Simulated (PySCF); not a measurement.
**NH⁺: from constants to spectrum**

UHF-CCSD(T) constants of NH⁺, ⁴Σ⁻ (quartet), unpaired electrons σ ↑, π ↑↑ (PySCF, no relativity, basis sets H def2-TZVPPD, N def2-TZVPPD; masses 1.0078 and 14.0031 u):

| Item | Value |
| --- | --- |
| ωe | 2720.1 cm⁻¹ |
| ωexe | 84.6 cm⁻¹ |
| Be | 15.011 cm⁻¹ |
| αe | 0.746 cm⁻¹ |
| De to H⁺ + N | 3.68 eV |

Problem. What force constant and bond length do these constants imply?

Solution. Reduced mass μred = 0.94016 u; k = 5.8918×10⁻⁷·μred·ωe² (u, cm⁻¹, mdyn/Å) = 4.10 mdyn/Å; Re = √(16.8576/(μred·Be)) (u, cm⁻¹, Å) = 1.093 Å.

Problem. Estimate the centrifugal constant D from the Kratzer relation and find the Dunham coefficient a1.

Solution. D = 4Be³/ωe² = 0.00183 cm⁻¹; a1 = −1 − αeωe/(6Be²) = -2.50.

Correlated steps freeze 1 core orbital. For an ion De counts to the pair picked by the measured ionisation energies or electron affinities, which need not be the lowest pair at this level. The state was picked by a PBE0 search and need not be the measured ground state.
